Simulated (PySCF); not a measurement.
Bonds broken one at a time in the series In Cl-H. Isolated molecules, 0 K electronic values unless said otherwise. Strings in code marks are SMILES.

Level of theory: B3LYP-D3(BJ)/def2-TZVP (PySCF 2.14.0). B3LYP has the VWN-RPA correlation part, as in Gaussian. 

| species | dipole moment (D) |
|---|---|
| whole molecule (`[Cl][In]([Cl])[Cl]`) | 0.01 |
| radical fragment (`[Cl]`) | 0.00 |
| radical fragment (`[Cl][In][Cl]`) | 2.62 |
| whole molecule (`[Cl][InH][Cl]`) | ___ |
| radical fragment (`[Cl][InH]`) | 2.97 |
| whole molecule (`[Cl][InH2]`) | 2.92 |
| radical fragment (`[InH2]`) | ___ |
| whole molecule (`[InH3]`) | 0.00 |

**Question.** Some entries are withheld; supply them.

**Answer.** 
- whole molecule (`[Cl][InH][Cl]`), dipole moment (D): 2.59
- radical fragment (`[InH2]`), dipole moment (D): 0.54
